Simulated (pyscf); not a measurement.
•H₂C–Br + CH₄ → H₃C–Br + CH₃• (hydrogen abstraction; doublet surface; C–H broken, C–H formed). Structures and frequencies: ωB97X-D3(BJ)/def2-SVP in PySCF. Energies in eV from the separated reactants.

| level | barrier | reaction energy |
|---|---|---|
| PBE/def2-TZVP | 0.59 | +0.28 |
| r²SCAN/def2-TZVP | 0.68 | +0.22 |
| B3LYP-D3(BJ)/def2-TZVP | 0.69 | +0.22 |
| PBE0-D3(BJ)/def2-TZVP | 0.67 | +0.22 |
| M06-2X/def2-TZVP | 0.78 | +0.18 |
| ωB97M-D3(BJ)/def2-TZVP | 0.81 | +0.20 |

The functionals in the table span 0.23 eV in this barrier, from PBE to ωB97M-D3(BJ)/def2-TZVP. This is the saddle that the search found; another between the same sides may lie lower. The angle at the transferred H is 177°. Elements up to Kr have no core potential and no relativistic terms here.
